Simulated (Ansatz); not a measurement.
Si(CN)H3 (CH₃NSi). The state is a triplet with charge 0. Geometry PBE0-D4/def2-TZVP, that of the neutral singlet; atoms count from 1.

```csv
atom,x (Å),y (Å),z (Å)
Si1,-0.502,0.120,-0.277
C2,1.084,-0.256,0.595
N3,2.070,-0.494,1.141
H4,-1.418,-1.017,-0.041
H5,-0.194,0.274,-1.715
H6,-1.039,1.373,0.297
```

At PBE0-D4/def2-TZVP a singlet of charge 0 lies 5.99 eV below the triplet at the same geometry.

Question: Estimate the Mulliken populations from the PBE0/def2-TZVP orbitals of Ansatz.

Answer: 
| atom | charge (e) | spin (α − β) |
| --- | --- | --- |
| Si1 | 0.14 | 0.10 |
| C2 | -0.14 | 0.83 |
| N3 | -0.01 | 0.95 |
| H4 | 0.00 | 0.07 |
| H5 | 0.00 | 0.06 |
| H6 | 0.01 | -0.01 |
Mulliken values depend strongly on the basis.

Question: Where does the spin sit?

Answer: Summed by element: Si 0.10, C 0.83, N 0.95, H 0.12, of 2 unpaired in all. Largest on single atoms: N3 0.95, C2 0.83, Si1 0.10.

Question: And the Mayer bond orders between heavy atoms (over 0.3)?

Answer: Si1–C2 1.17 (1.85 Å); C2–N3 1.99 (1.15 Å).
